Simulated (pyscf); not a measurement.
**Four-centre exchange: `[CH3][Cd][TeH]` + `[SH2]` -> `[CH3][Cd][SH]` + `[TeH2]`**

Gas phase, singlet surface, charge 0. Bonds broken: Cd2–Te3, S8–H9. Bonds formed: Cd2–S8, Te3–H9. Structures and frequencies: ωB97X-D3(BJ)/def2-SVP in PySCF.

Transition state (Å):

```xyz
10

C     -2.1631     0.3025     0.9910
Cd    -0.4886    -0.0927    -0.2568
Te     1.2816    -2.4270    -0.3245
H     -1.8460     0.3324     2.0450
H     -2.9102    -0.4991     0.8843
H     -2.6385     1.2623     0.7401
H      0.2033    -3.1206    -1.3776
S      1.0447     0.5862    -2.1495
H      1.5658    -1.0307    -1.5218
H      0.2636     0.0554    -3.1120
```

One imaginary mode, 762i cm⁻¹; descent along it reached the two sides named, in the forms told below.

```json
[
 {"bond": "Cd2–Te3", "change": "breaks", "reactant side (Å)": "2.6", "saddle": "2.9", "product side": "3.2"},
 {"bond": "S8–H9", "change": "breaks", "reactant side (Å)": "1.346", "saddle": "1.811", "product side": "4.0"},
 {"bond": "Cd2–S8", "change": "forms", "reactant side (Å)": "3.0", "saddle": "2.529", "product side": "2.366"},
 {"bond": "Te3–H9", "change": "forms", "reactant side (Å)": "3.7", "saddle": "1.861", "product side": "1.656"}
]
```

Electronic energies relative to the separated reactants (kJ/mol):

```tsv
level	barrier	reaction energy	reverse barrier
ωB97X-D3(BJ)/def2-TZVP	58.4	+49.2	9.2
PBE/def2-TZVP	42.1	+34.2	7.8
r²SCAN/def2-TZVP	43.2	+35.1	8.1
B3LYP-D3(BJ)/def2-TZVP	52.1	+36.8	15.3
PBE0-D3(BJ)/def2-TZVP	45.1	+38.7	6.4
M06-2X/def2-TZVP	58.9	+40.6	18.3
ωB97M-D3(BJ)/def2-TZVP	69.7	+35.2	34.5
HF/def2-TZVP	135.2	+42.3	92.9
```

With ωB97M-D3(BJ)/def2-TZVP energies and thermal terms (ideal gas, 1 atm, RRHO with modes under 100 cm⁻¹ raised to 100, one conformer, R ln 2 for chiral ones without a mode under 150 cm⁻¹), in kJ/mol:

```tsv
T (K)	ΔH‡	ΔG‡	ΔH	ΔG
298	62.6	106.9	+31.4	+30.8
600	65.5	150.9	+31.4	+30.3
900	69.3	192.8	+31.8	+29.7
1200	73.0	233.4	+32.2	+28.9
```

On the reactant side the descent ends in a complex (not fully relaxed), 27.7 kJ/mol under the separated species and 86.0 kJ/mol under the saddle at ωB97X-D3(BJ)/def2-TZVP. On the product side the descent ends in an adduct with a Cd–Te contact (not fully relaxed), 31.6 kJ/mol under the separated species and 40.8 kJ/mol under the saddle at ωB97X-D3(BJ)/def2-TZVP. What is counted as broken (Cd–Te) persists as a longer contact in the product adduct; parting that adduct is a step of its own. This is the saddle that the search found; another between the same sides may lie lower. Elements past Kr carry the def2 core potentials, without spin-orbit coupling.
